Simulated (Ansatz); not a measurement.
Consider the substitution at a C–C bond: `C=C(O)C=N` + `SS` → `C=C(O)SS` + `C=N`.

Calculated with Ansatz (gas phase, PBE0-D4/def2-TZVP geometries, no zero-point term in ΔE). CCSD(T)/CBS is the MP2 limit (def2-TZVPP, def2-QZVPP) plus CCSD(T) − MP2 in def2-TZVPP, frozen cores. This one scheme is used for every species. DFT in def2-TZVPP. B3LYP here is the variant with VWN-RPA as its local correlation; programs differ in this. Each species was taken in one conformer, which may not be the lowest.

(1) Is it downhill or uphill in electronic energy at CCSD(T)/CBS, and by how much? (Estimate.)

(2) What do these levels give: PBE-D4, ωB97M-V, B2PLYP, PBE, r2SCAN, B3LYP, HF/def2-TZVPP, MP2/def2-TZVPP, CCSD(T)/def2-TZVPP, HF/def2-QZVPP, MP2/def2-QZVPP, HF/CBS(def2)? (Best estimate.)

Largest T1 diagnostic among the species: 0.013.

Answers

(1) Computed: Uphill: ΔE = +11.6 kcal/mol.

(2) Computed: PBE-D4 11.0, ωB97M-V 11.7, B2PLYP 12.3, PBE 11.7, r2SCAN 12.4, B3LYP 13.0, HF/def2-TZVPP 15.1, MP2/def2-TZVPP 11.2, CCSD(T)/def2-TZVPP 11.9, HF/def2-QZVPP 15.3, MP2/def2-QZVPP 11.1, HF/CBS(def2) 15.3 kcal/mol.

From PBE to PBE0 (25 % exact exchange), in def2-TZVPP and without D4, ΔE moves by +0.9 kcal/mol. In def2-TZVPP, CCSD(T) changes the Hartree–Fock value by −3.2 kcal/mol (the triples alone add −0.7 kcal/mol) and MP2 by −3.9 kcal/mol. The D4 term adds −1.2 kcal/mol with B3LYP and −0.6 kcal/mol with PBE0; it sums over pairs of atoms, weighted by their polarisabilities, and B3LYP, whose exchange is more repulsive, gets the larger term.
